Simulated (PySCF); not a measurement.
**Atomic charges by several schemes**

C6H11 (charge +1).
Geometry (GFN2-xTB, Å), atoms numbered from 1 in this order:
```
atom  x, y, z in Å
C1     1.4856   -1.3285    0.0615
C2     0.7920   -0.1887   -0.1778
C3     1.4940    1.0142   -0.7280
C4    -0.5953   -0.0861    0.1602
C5    -1.2141    1.2312    0.2230
C6    -1.4382   -1.2421    0.4383
H7     2.5424   -1.3785   -0.1477
H8     1.0554   -2.2069    0.5125
H9     2.4960    0.7527   -1.0533
H10    1.5815    1.7932    0.0279
H11    0.9561    1.4289   -1.5777
H12   -1.2603    1.6511   -0.7891
H13   -2.2219    1.2067    0.6297
H14   -0.5952    1.9403    0.7775
H15   -1.6492   -1.2653    1.5147
H16   -1.0162   -2.1969    0.1428
H17   -2.4197   -1.1132   -0.0242
```

Density: PBE0/pcSseg-1 (PySCF); schemes: Mulliken, IAO, Hirshfeld and ESP-fitted. Isolated species at its GFN2-xTB geometry, gas phase.

Q: Give the atomic charges in each scheme.

A: In e; atoms taken as equivalent share a row and are averaged (×n: the atom named and its like, n in all):

```tsv
atom	environment	Mulliken	IAO	Hirshfeld	ESP-fitted
C1	carbon bonded to C and 2 H	+0.098	-0.121	+0.063	-0.192
C2	carbon bonded to 3 C	-0.410	+0.001	+0.037	+0.086
C3	allylic carbon	-0.125	-0.437	-0.099	-0.504
C4	carbon bonded to 3 C	-0.265	+0.287	+0.199	+0.499
C5/C6	methyl carbon	-0.151	-0.440	-0.077	-0.580
H7	hydrogen on C1	+0.182	+0.206	+0.102	+0.223
H8	hydrogen on C1	+0.173	+0.190	+0.091	+0.183
H9/H10/H11	methyl hydrogen	+0.163	+0.175	+0.069	+0.180
H12 (×6)	methyl hydrogen	+0.193	+0.205	+0.092	+0.221
```

Mean size of the charges over all atoms: ESP-fitted 0.277 e, IAO 0.228 e, Mulliken 0.188 e, Hirshfeld 0.089 e. Each set sums to the total charge, 1, to within 0.001 e. The Hirshfeld scheme weights the molecular density at each point by an atom's share of the summed free-atom densities. The ESP scheme fits charges at the nuclei, held to the total charge, to the electrostatic potential on points at 1.4 to 2.0 times the van der Waals radii.

Some averages cover members that differ in this geometry: C5/C6, ESP-fitted -0.648 to -0.511; H12 (×6), ESP-fitted +0.195 to +0.248; H12 (×6), IAO +0.180 to +0.222; H12 (×6), Mulliken +0.172 to +0.209 e.

Lowest charge. The schemes don't all agree: Mulliken C2 (-0.410); IAO C5/C6 (-0.440); Hirshfeld C3 (-0.099); ESP-fitted C5/C6 (-0.580).

Highest charge. The schemes don't all agree: Mulliken H12 (×6) (+0.193); IAO C4 (+0.287); Hirshfeld C4 (+0.199); ESP-fitted C4 (+0.499).

Q: How many electrons does the IAO scheme count on C2?

A: Z − q = 6 − (+0.001) = 5.999.

Q: How closely do the schemes follow one another over all atoms?

A: Correlation coefficient and root-mean-square difference: IAO with ESP-fitted 0.98, 0.082 e; Hirshfeld with ESP-fitted 0.95, 0.242 e; IAO with Hirshfeld 0.94, 0.180 e; Mulliken with IAO 0.54, 0.215 e; Mulliken with ESP-fitted 0.40, 0.292 e; Mulliken with Hirshfeld 0.38, 0.176 e.

Q: Sum the charges by element.

A: 
| element | atoms | Mulliken | IAO | Hirshfeld | ESP-fitted |
| --- | --- | --- | --- | --- | --- |
| C | 6 | -1.002 | -1.149 | +0.045 | -1.271 |
| H | 11 | +2.002 | +2.149 | +0.954 | +2.271 |
